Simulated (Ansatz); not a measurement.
**CHO2+ (SMILES O=C=[OH+]): one structure at several levels**

The task here is to estimate one member of a computed series from the others.

Computed with Ansatz 0.2.0, Gaussian basis. Level: single points in def2-TZVPP.

Correlated methods freeze the cores.

**Starting geometry**

4 atoms, charge 1, spin multiplicity 1.

Atoms are counted from 1 here; the program's logs count them from 0.

Bond lengths: O1–C2 0.912 Å, C2–O3 1.267 Å. Angles: O1–C2–O3 166.7°.

As a file:

```xyz
4

O     0.3687    0.1204    1.6004
C     0.1781    0.0918    0.7095
O     0.0847    0.2900   -0.5383
H    -0.7488   -0.1727   -1.4355
```

The first run:

run/in.yaml reads:

```yaml
crystal:
  periodic: [false, false, false]
  atoms:
    - {symbol: O, position_ang: [0.368700, 0.120400, 1.600400]}
    - {symbol: C, position_ang: [0.178100, 0.091800, 0.709500]}
    - {symbol: O, position_ang: [0.084700, 0.290000, -0.538300]}
    - {symbol: H, position_ang: [-0.748800, -0.172700, -1.435500]}
basis:
  gaussian: {orbitals: def2-TZVPP}
total_charge: 1
correlation: {method: ccsd_t}
output: {forces: true}
```

No record of the launch command was kept for these runs.

Among the steps run: CCSD(T)/def2-TZVPP; PBE0-D4/def2-TZVPP; wB97M-V/def2-TZVPP; r2SCAN-D4/def2-TZVPP; PBE-D4/def2-TZVPP; LC-wPBE/def2-TZVPP; r2SCAN0-D4/def2-TZVPP.

One table of the session follows, with a row left open; its other results are not shown here.

```
    method  RMS force component (eV/Å)  angle to CCSD(T) forces (°)
   CCSD(T)                      24.774                    reference
   PBE0-D4                      24.458                          0.7
   wB97M-V                      24.388                          0.3
 r2SCAN-D4                           ?                            ?
    PBE-D4                      25.034                          0.5
   LC-wPBE                      24.429                          0.7
r2SCAN0-D4                      24.205                          1.0
```

**Question.** Estimate the row for r2SCAN-D4.

As computed: RMS force component (eV/Å): 24.657; angle to CCSD(T) forces (°): 0.6. In the column «RMS force component (eV/Å)» it lies between PBE0-D4 (24.458) and CCSD(T) (24.774).
